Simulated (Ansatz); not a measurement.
`CCNN` + H₂ → `CNN` + CH₄ at 600 K and 1 bar (hydrogenolysis of a C–C bond).

Isolated molecules relaxed with PBE0-D4/def2-TZVP in Ansatz; ΔE leaves out vibrations. CCSD(T)/CBS adds triple-zeta CCSD(T) − MP2 to the extrapolated MP2 energy (def2 sets, frozen cores). This one scheme is used for every species. One conformer a species, not always the lowest.

```
species  CCSD(T)/CBS energy (Eh)  H − E (kJ/mol)  S (J/(mol·K))
 `CCNN`               -190.28020           342.0          377.6
     H₂                 -1.17544            43.9          150.8
  `CNN`               -151.01675           254.6          327.5
    CH₄                -40.46206           140.4          215.7
```

H − E and S are ideal-gas, rigid-rotor, harmonic terms from PBE0-D4/def2-TZVP, for one conformer and one mirror image of each species. The MP2-based limit puts H₂ 0.8 mEh under its directly extrapolated value; such offsets cancel only in part. 1 Eh = 2625.50 kJ/mol, R = 8.31446 J/(mol·K).

**Question.** By hand: ΔE, ΔH, ΔS and ΔG.

**Answer.** ΔE = (-151.01675) + (-40.46206) − (-190.28020) − (-1.17544) = -0.02317 Eh = -60.8 kJ/mol. Δ(H − E) = 254.6 + 140.4 − 342.0 − 43.9 = 9.1, so ΔH = -51.7 kJ/mol. ΔS = 327.5 + 215.7 − 377.6 − 150.8 = 14.8 J/(mol·K). ΔG = -51.7 − 600 × (14.8)/1000 = -60.6 kJ/mol.

**Question.** By hand: the equilibrium constant, and the temperature at which ΔG would vanish if ΔH and ΔS stayed fixed.

**Answer.** log₁₀ K = −ΔG/(RT ln 10) = 5.3. ΔH and −TΔS have one sign here, so there is no such temperature.

The number of gas molecules stays the same, so ΔS is small and ΔH decides. A doubt of 5 kJ/mol in ΔE shifts log₁₀ K by 0.4 here. Other conformers and mirror images would add mixing entropy, several J/(mol·K) or more a flexible species. These are equilibria of isolated gas molecules and say nothing of rates. Largest T1 diagnostic: 0.009 (customary marks: 0.02 for closed shells, 0.045 for open ones).
